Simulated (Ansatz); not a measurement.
# C6H6: the cost of one run

Computed with Ansatz 0.2.0, Gaussian basis. Level: the settings change from run to run.

## (1) The molecule

The structure was relaxed beforehand with PBE0-D4 in a triple-zeta def2 set.

12 atoms, charge 0, spin multiplicity 1.

Atoms are counted from 1 here; the program's logs count them from 0.

Bond lengths: C1–C2 1.512 Å, C1–C3 1.512 Å, C1–C5 1.547 Å, C1–H7 1.081 Å, C2–C3 1.512 Å, C2–C6 1.547 Å, C2–H8 1.081 Å, C3–C4 1.547 Å, C3–H9 1.081 Å, C4–C5 1.512 Å, C4–C6 1.512 Å, C4–H10 1.081 Å, C5–C6 1.512 Å, C5–H11 1.081 Å, C6–H12 1.081 Å. Angles: C2–C1–C3 60.0°, C2–C1–C5 90.0°, C2–C1–H7 129.4°, C3–C1–C5 90.0°, C3–C1–H7 129.4°, C5–C1–H7 132.8°, C1–C2–C3 60.0°, C1–C2–C6 90.0°, C1–C2–H8 129.4°, C3–C2–C6 90.0°, C3–C2–H8 129.4°, C6–C2–H8 132.8°, C1–C3–C2 60.0°, C1–C3–C4 90.0°, C1–C3–H9 129.4°, C2–C3–C4 90.0°, C2–C3–H9 129.4°, C4–C3–H9 132.8° and more.

## (2) B2GP-PLYP/def2-TZVP

Set apart from the defaults: charge -1, multiplicity 2, atoms shaken by 0.08 Å.

in.yaml reads:

```yaml
crystal:
  periodic: [false, false, false]
  atoms:
    - {symbol: C, position_ang: [-0.838714, -0.678318, -0.135042]}
    - {symbol: C, position_ang: [0.567600, -0.735239, -0.791573]}
    - {symbol: C, position_ang: [0.341879, -0.850869, 0.717607]}
    - {symbol: C, position_ang: [0.365814, 0.566150, 0.817343]}
    - {symbol: C, position_ang: [-0.905930, 0.708950, -0.016907]}
    - {symbol: C, position_ang: [0.543985, 0.799582, -0.681511]}
    - {symbol: H, position_ang: [-1.438932, -1.604046, -0.599657]}
    - {symbol: H, position_ang: [1.209589, -1.330997, -1.551014]}
    - {symbol: H, position_ang: [0.715718, -1.771600, 1.368583]}
    - {symbol: H, position_ang: [0.551592, 1.243263, 1.748817]}
    - {symbol: H, position_ang: [-1.636214, 1.420955, -0.081548]}
    - {symbol: H, position_ang: [0.961747, 1.668044, -1.107856]}
basis:
  gaussian: {orbitals: def2-TZVP}
total_charge: -1
magnetization: {spin_polarized: true, initial_magnetization: 1}
hamiltonian: {xc: {name: B2GP-PLYP}}
```

Launch:

```sh
ansatz run in.yaml --threads 4 --pin off --events-out ev --progress --plain --max-ram 10444MiB
```

What time and memory should one allow on 4 threads of Arm Neoverse V2, shared host?

About 33 s, with a peak of 0.82 GiB.
